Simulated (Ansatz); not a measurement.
Ideal-gas functions of `OC1(O)C=N1` at 298.15 K and 1 bar, from an Ansatz frequency run at PBE0-D4/def2-TZVP.

Molar mass 73.05 g/mol, point group C1 (symmetry number 1), electronic degeneracy 1, moments of inertia 57.734, 81.98, 113.922 u Å². Harmonic wavenumbers (cm⁻¹, unscaled): 250, 294, 429, 460, 506, 538, 803, 836, 866, 1082, 1170, 1242, 1348, 1528, 1706, 3189, 3827, 3860.

Use S(trans) = R[1.5 ln M + 2.5 ln T − 1.1517]; rotational temperatures θ = 24.2544 K / I; S(rot) = R[ln(√π/σ · √(T³/θAθBθC)) + 1.5]; for each mode x = 1.438777 ν̃/T, S = R[x/(eˣ − 1) − ln(1 − e⁻ˣ)] and H = RT x/(eˣ − 1); 1 cm⁻¹ = 0.0119627 kJ/mol; R = 8.31446 J/(mol·K).

Problem. By hand: the entropy, in J/(mol·K).

Solution. Translation 162.4. Rotation: θ = 0.4201, 0.2959, 0.2129 K, giving 103.4. Vibration, mode by mode: 7.24, 6.07, 3.61, 3.21, 2.69, 2.38, 0.86, 0.75, 0.67, 0.28, 0.20, 0.15, 0.09, 0.04, 0.02, 0.00, 0.00, 0.00, in all 28.3. Electronic 0.0. Sum 294.1 J/(mol·K).

Problem. By hand: H − E and G − E in kJ/mol, counted from the electronic energy.

Solution. Zero-point energy ½ × 23934 × 0.0119627 = 143.2; thermal vibration 5.7; translation, rotation and pV give 4 RT = 9.9. H − E = 158.8 kJ/mol, and G − E = 158.8 − 298.15 × 294.1/1000 = 71.1 kJ/mol.

Vibration gives 10 % of the entropy. The sum counts one conformer and one mirror image; others add a mixing term.
